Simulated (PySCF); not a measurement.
# SN2⁻: spin, charge, geometry and surroundings

How does SN2⁻ answer to another spin, charge, distance or environment?

The runs use PySCF 2.14.0; method and basis as typed in the scripts.

1 further run of the same task is left out (it didn't finish).

### 1 Where the work starts

SN2⁻: 3 atoms, charge -1, spin multiplicity 2.

Bond lengths: S1–N2 1.493 Å, S1–N3 1.493 Å. Angles: N2–S1–N3 140.3°.

### 2 The run that the others are compared with

The input, input.py:

```python
from pyscf import gto, scf
from pyscf.hessian import thermo

mol = gto.M(
    atom='S 0.0238 -0.2357 0; N -0.0271 0.2691 1.4045; N -0.0271 0.2691 -1.4045',
    basis='def2-svp',
    charge=-1,
    spin=1,
    verbose=4,
)
mf = scf.UHF(mol)
mf.kernel()
hess = mf.Hessian().kernel()
print('wavenumber (cm^-1) =', thermo.harmonic_analysis(mol, hess)['freq_wavenumber'].round(1))
mf.dip_moment()
print('orbital energies (hartree):', [e[max(0, n-3):n+3].round(4) for e, n in zip(mf.mo_energy, mol.nelec)])
```

On the command line:

```sh
OMP_NUM_THREADS=1 python input.py
```

The log of this run is left out.

In short: E(SCF) = -506.021589 Eh, 13 cycles, ⟨S²⟩ = 0.791, wavenumbers 512, 1094, 1369 cm⁻¹.

The dipole of an ion depends on the origin.

### 3 Coordinates × 1.03

Edit 1 changes geometry: coordinates × 1 → coordinates × 1.03.

The input, input.py:

```python
from pyscf import gto, scf
from pyscf.hessian import thermo

mol = gto.M(
    atom='S 0.0245 -0.2428 0; N -0.0279 0.2772 1.4466; N -0.0279 0.2772 -1.4466',
    basis='def2-svp',
    charge=-1,
    spin=1,
    verbose=4,
)
mf = scf.UHF(mol)
mf.kernel()
hess = mf.Hessian().kernel()
print('wavenumber (cm^-1) =', thermo.harmonic_analysis(mol, hess)['freq_wavenumber'].round(1))
mf.dip_moment()
print('orbital energies (hartree):', [e[max(0, n-3):n+3].round(4) for e, n in zip(mf.mo_energy, mol.nelec)])
```

On the command line:

```sh
OMP_NUM_THREADS=1 python input.py
```

### 4 Coordinates × 0.93

Edit 2 changes geometry: coordinates × 1 → coordinates × 0.93.

Changes to input.py since step 2:

```diff
@@ -4,3 +4,3 @@
 mol = gto.M(
-    atom='S 0.0238 -0.2357 0; N -0.0271 0.2691 1.4045; N -0.0271 0.2691 -1.4045',
+    atom='S 0.0221 -0.2192 0; N -0.0252 0.2503 1.3062; N -0.0252 0.2503 -1.3062',
     basis='def2-svp',
```

Q: Predict the outcome of this session. Wanted: for each run, E(SCF); from base; gap, α spin; after the SCF.

As calculated:

| run | E(SCF) (hartree) | from base (eV) | cycles | gap, α spin (eV) | after the SCF |
| --- | --- | --- | --- | --- | --- |
| base | -506.021589 | 0 | 13 | 12.47 | highest mode 1369 cm⁻¹ |
| coordinates × 1.03 | -506.013586 | +0.2178 | 13 | 11.83 | highest mode 1067 cm⁻¹ |
| coordinates × 0.93 | -506.002357 | +0.5233 | 12 | 13.68 | highest mode 2005 cm⁻¹ |

In words: Of the runs whose energies can be compared, “coordinates × 0.93” moves the SCF energy most (+0.523 eV).
